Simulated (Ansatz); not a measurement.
Lattice parameter a of Bi (model structure, started from the lonsdaleite type, P6₃/mmc, No. 194, 4 atoms in the cell) at several levels of theory

No measured value is used here.

| level (code) | value (Å) |
|---|---|
| PBE (Ansatz) | 5.437 |
| PBEsol (Ansatz) | ? |
| PBE-D3(BJ) (Ansatz) | 5.390 |

Question: Complete the blanks.

Answer: 
- PBEsol (Ansatz, a program for electronic structure), value (Å): 5.377

Density-functional levels without +SOC have no spin–orbit coupling. Ansatz's density-functional and Hartree–Fock values are scalar-relativistic unless marked +SOC, with PAW data made under PBE.

A model structure was made by putting elements into a prototype or built by hand; it is no filed structure, need not be a known phase, and can be a saddle point held by its symmetry.
